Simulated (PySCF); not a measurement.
## Vibration and rotation of NaS

UHF-CCSD(T) constants of NaS, ²Π (doublet), unpaired electrons π ↑ (PySCF, no relativity, basis sets Na 6-31G(d,p), S 6-31G(d,p); masses 22.9898 and 31.9721 u):

* ωe: 339.5 cm⁻¹
* ωexe: 1.59 cm⁻¹
* Be: 0.19914 cm⁻¹
* αe: 0.00126 cm⁻¹
* De to Na + S: 2.11 eV

(1) What force constant and bond length do these constants imply?

(2) Estimate the centrifugal constant D from the Kratzer relation and find the Dunham coefficient a1.

Correlated steps freeze 6 core orbitals. Correlated levels converge slowly with the basis: in double zeta they bind strong bonds too weakly, by up to about 1 eV, and carry superposition errors of some tenths. The state is the lowest determinant that a PBE0 search found; another state may lie lower at other levels.

Results:

(1) Reduced mass μred = 13.373 u; k = 5.8918×10⁻⁷·μred·ωe² (u, cm⁻¹, mdyn/Å) = 0.908 mdyn/Å; Re = √(16.8576/(μred·Be)) (u, cm⁻¹, Å) = 2.516 Å.

(2) D = 4Be³/ωe² = 2.74e-07 cm⁻¹; a1 = −1 − αeωe/(6Be²) = -2.80.
